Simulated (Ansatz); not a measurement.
**NH3F (doublet): wave-function methods side by side at distance N1–H4 along a hydrogen transfer = 1.586 Å, cc-pVDZ**

How much of the correlation energy of NH3F (doublet) does each wave-function method recover here?

Method: cc-pVDZ, core rule «outside noble gas», up to 2 orbitals frozen; program: Ansatz 0.2.0, Gaussian basis.

The runs, in order: UHF; CCSD(T) on ROHF; CCSD(T) on UHF; BCCD(T) on ROHF; CISD; CCSDT(Q) on ROHF; CCSDT(Q) on UHF; CASSCF and MRCISD+Q, 3 electrons in 3 orbitals; CASSCF and NEVPT2, 3 electrons in 3 orbitals; CASSCF and NEVPT2, 15 electrons in 11 orbitals.

7 further runs of the same task are left out: 1 for a mislabelled method, 6 that didn't finish.

### Step 1. What is computed

The geometry derives from fragments relaxed apart (PBE0/def2-TZVP) and kept rigid, so it is no stationary point. A hydrogen atom is moved between rigid fragments.

5 atoms, charge 0, spin multiplicity 2.

Atoms are counted from 1 here; the program's logs count them from 0.

Bond lengths: N1–H2 1.012 Å, N1–H3 1.012 Å, H4–F5 0.900 Å. Angles: H2–N1–H3 107.1°.

### Step 2. UHF

in.yaml reads:

```yaml
crystal:
  periodic: [false, false, false]
  atoms:
    - {symbol: N, position_ang: [-1.338629, -0.015822, -0.024626]}
    - {symbol: H, position_ang: [-1.635908, 0.952012, -0.024625]}
    - {symbol: H, position_ang: [-1.635908, -0.418121, 0.855634]}
    - {symbol: H, position_ang: [0.247371, -0.015821, -0.024626]}
    - {symbol: F, position_ang: [1.147371, -0.015821, -0.024626]}
basis:
  gaussian: {orbitals: cc-pVDZ}
magnetization: {spin_polarized: true, initial_magnetization: 1}
hamiltonian: {xc: hf}
output: {orbitals: {seedname: orbitals}}
```

Command:

```sh
> ansatz run in.yaml --threads 1 --pin off --events-out ev --progress --plain --max-ram 2393MiB
```

The runs that follow: CCSD(T) on ROHF; CCSD(T) on UHF; BCCD(T) on ROHF; CISD; CCSDT(Q) on ROHF; CCSDT(Q) on UHF; CASSCF and MRCISD+Q, 3 electrons in 3 orbitals; CASSCF and NEVPT2, 3 electrons in 3 orbitals; CASSCF and NEVPT2, 15 electrons in 11 orbitals.

Q: Predict the results of all the runs planned. Wanted: UCCSDT(Q) below the RHF energy; RMP2 from UCCSDT(Q); UMP2 from UCCSDT(Q); RCCSD from UCCSDT(Q); RCCSD(T) from UCCSDT(Q); UCCSD(T) from UCCSDT(Q); RCCSDT(Q) from UCCSDT(Q); NEVPT2 pair from UCCSDT(Q); MRCISD+Q pair from UCCSDT(Q).

As calculated:

| quantity | value |
| --- | --- |
| UCCSDT(Q) below the RHF energy | -10.3922 eV |
| RMP2 from UCCSDT(Q) | +802.5 meV |
| UMP2 from UCCSDT(Q) | +805.4 meV |
| RCCSD from UCCSDT(Q) | +168.4 meV |
| RCCSD(T) from UCCSDT(Q) | +29.6 meV |
| UCCSD(T) from UCCSDT(Q) | +29.1 meV |
| RCCSDT(Q) from UCCSDT(Q) | +0.7 meV |
| NEVPT2 pair from UCCSDT(Q) | +781.5 meV |
| MRCISD+Q pair from UCCSDT(Q) | +90.8 meV |
| NEVPT2 valence from UCCSDT(Q) | +1219.2 meV |
| levels within 1 kcal/mol (43 meV) | RCCSD(T), UCCSD(T), BCCD(T), RCCSDT, UCCSDT, RCCSDT(Q) |
| T1 diagnostic | 0.012 |
| effectively unpaired electrons | 1.01 |

What this shows: RCCSD(T) lands +29.6 meV from the yardstick (0.3 % of the correlation energy). One determinant dominates. Of the multireference levels listed MRCISD+Q pair comes nearest in total energy (+90.8 meV), which doesn't show that its space is the better one. These misses are within one basis, not against nature; the frozen cores of restricted and unrestricted runs differ, which can shift their rows.
